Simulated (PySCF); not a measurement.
Boron: a sound run and one with changed settings

Sound run: B [He] 2s2 2p1, B⁺ [He] 2s2. All numbers are calculated (PySCF 2.14, scalar relativity by spin-free X2C-1e, in x2c-TZVPall). In the sound run the correlated levels freeze 1s2. The sound run starts from symmetry-adapted Hartree-Fock orbitals and uses a fine grid where one is needed.

A second run was set up differently.

```tsv
species	method	sound run (hartree)	changed run (hartree)	converged
B	UHF	-24.53906	-24.53906	yes
B	M06-2X	-24.65687	-24.65687	yes
B	PBE	-24.61708	-24.61708	yes
B	MP2	-24.58257	-24.56694	yes
B	CCSD(T)	-24.60464	-24.60464	yes
B⁺	UHF	-24.24366	-24.24366	yes
B⁺	M06-2X	-24.35197	-24.35197	yes
B⁺	PBE	-24.29858	-24.29858	yes
B⁺	MP2	-24.27910	-24.26522	yes
B⁺	CCSD(T)	-24.30310	-24.30310	yes
```

Ionisation energy of B:

```
 method  sound run (eV)  changed run (eV)
    UHF           8.038             8.038
 M06-2X           8.297             8.297
    PBE           8.667             8.667
    MP2           8.258             8.210
SCS-MP2           8.228             8.195
   CCSD           8.169             8.169
CCSD(T)           8.205             8.205
```

Problem. What was changed?
A. angular grid far too coarse
B. basis contracted for another Hamiltonian
C. level shift left on
D. all electrons correlated in a valence basis

Solution. C. It used initial guess minao, at most 50 SCF cycles, level shift 0.5 hartree. A level shift leaves the converged SCF energy unchanged but raises the virtual orbital energies, which shrinks MP2 if it is not removed.
